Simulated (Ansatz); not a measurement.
# CH3N (quintet): wave-function methods side by side, def2-TZVPP

The task here is to estimate one member of a computed series from the others.

Computed with Ansatz 0.2.0, Gaussian basis. Level: def2-TZVPP, core rule «outside noble gas», up to 2 orbitals frozen.

To be run: UHF; ROHF; CCSD(T) on UHF.

2 further runs of the same task are left out: 2 set aside as unsound or not needed.

### What is computed

The geometry is a PBE0/def2-TZVP stationary point (not a proven minimum) of the parent state, kept for this charge and spin.

5 atoms, charge 0, spin multiplicity 5.

Atoms are counted from 1 here; the program's logs count them from 0.

Bond lengths: N1–C2 1.365 Å, N1–H3 1.025 Å, C2–H4 1.090 Å, C2–H5 1.090 Å. Angles: C2–N1–H3 114.1°, N1–C2–H4 116.9°, N1–C2–H5 116.9°, H4–C2–H5 116.6°.

Set-up of the first run:

in.yaml reads:

```yaml
crystal:
  periodic: [false, false, false]
  atoms:
    - {symbol: N, position_ang: [-0.136074, 0.000000, 0.665268]}
    - {symbol: C, position_ang: [0.113118, 0.000000, -0.676644]}
    - {symbol: H, position_ang: [0.707513, 0.000000, 1.248296]}
    - {symbol: H, position_ang: [-0.082257, 0.926855, -1.215074]}
    - {symbol: H, position_ang: [-0.082257, -0.926855, -1.215074]}
basis:
  gaussian: {orbitals: def2-TZVPP}
magnetization: {spin_polarized: true, initial_magnetization: 4}
hamiltonian: {xc: hf}
output: {orbitals: {seedname: orbitals}}
```

The run is started by

```console
$ ansatz run in.yaml --threads 1 --pin off --events-out ev --progress --plain --max-ram 2816MiB --backend cpu
```

Steps of the session up to this table: UHF; ROHF; CCSD(T) on UHF.

One of the session's tables, all rows but one given; the rest of the session is left out.

It belongs to the step «Misses and costs». 

| method | from UCCSD(T) (kJ/mol) |
| --- | --- |
| ROHF | +849.8 |
| UHF | +827.2 |
| UMP2 | +113.9 |
| UCCSD | ? |
| UCCSD(T) | 0 |

Q: Estimate the row for UCCSD from the others.

The run gave: from UCCSD(T) (kJ/mol): +25.3. In the column «from UCCSD(T) (kJ/mol)» it lies between UCCSD(T) (0) and UMP2 (+113.9).
